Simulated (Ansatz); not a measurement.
A made-up structure of CH$_{3}$NSi, singlet:

```xyz
6
angstrom
C -0.3672 0.7061 0.6392
N -0.6095 -0.8940 0.5274
Si 0.3674 -0.4249 -0.5668
H -0.1083 -0.4915 -1.9031
H 1.7101 -0.8696 -0.4414
H -0.6715 1.5313 1.2309
```

It is relaxed with PBE-D4/def2-SVP and then PBE0-D4/def2-TZVP (Ansatz 0.2.0). Atoms count as bonded within 1.22 times the sum of their covalent radii (H–H: 0.88 Å). The end point is not checked to be a true minimum.

(1) Does its bonding change? (Judge from chemistry; the calculation decides.)

Results:

(1) By the calculation: No: no bond forms or breaks.

Where it ends: The first stage lowers the energy by 3.17 eV in 6 steps. It ends as CH₃NSi ([CH]1[N][SiH2]1):
C1  (-0.384, 0.569, 0.625)
N2  (-0.724, -0.654, 0.731)
Si3  (0.423, -0.400, -0.630)
H4  (-0.109, -0.493, -2.003)
H5  (1.805, -0.890, -0.465)
H6  (-0.691, 1.425, 1.228)
(Å)

Labels in which every atom is bracketed show which atoms are joined, not bond orders.

For scale, one of the runs: PBE0-D4/def2-TZVP relaxation, 117 basis functions, launched by `ansatz run in.yaml --threads 2 --pin off --events-out ev --progress --plain --max-ram 4352MiB`. The run took about 6.5 s on 2 CPU threads of an Intel Xeon 6975P-C (shared host).
